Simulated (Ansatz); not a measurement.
The input, for Ansatz 0.2.0:

```yaml
crystal:
  periodic: [false, false, false]
  atoms:
    - {symbol: P, position_ang: [0.000000, 0.000000, 0.000000]}
    - {symbol: H, position_ang: [0.000000, 0.000000, 1.589000]}
basis:
  gaussian: {orbitals: cc-pVTZ}
magnetization: {spin_polarized: true, initial_magnetization: 2}
hamiltonian: {xc: {name: PBE0}}
output: {orbitals: {seedname: orbitals}}
```

```sh
$ ansatz run in.yaml --threads 1 --pin off --events-out ev --progress --plain --max-ram 2816MiB --backend cpu
```

The program prints:

```
344 factors; their error is unknown
mean field evaluation 1: about -9299.2902 eV, gradient 4.1e0 eV
mean field evaluation 2: about -9299.4233 eV, gradient 1.6e0 eV
mean field evaluation 4: about -9299.4460 eV, gradient 2.0e-1 eV
mean field evaluation 8: about -9299.5297 eV, gradient 2.9e-3 eV
mean field -9299.52972809 eV, -341.7514140597 hartree, gradient 2.2e-5 eV, S^2 2.009192; 0 other end points of the search recorded, 0 dependent functions left out
reference -9299.52974810 eV, -341.7514147951 hartree; 9, 7 occupied and 39, 41 virtual orbitals, 344 factors
Total energy: -9299.52974810 eV, -341.7514147951 hartree
```

Ran on 1 thread of AMD EPYC 7R13, shared host: 0.37 s wall, 0.14 GiB peak host memory.
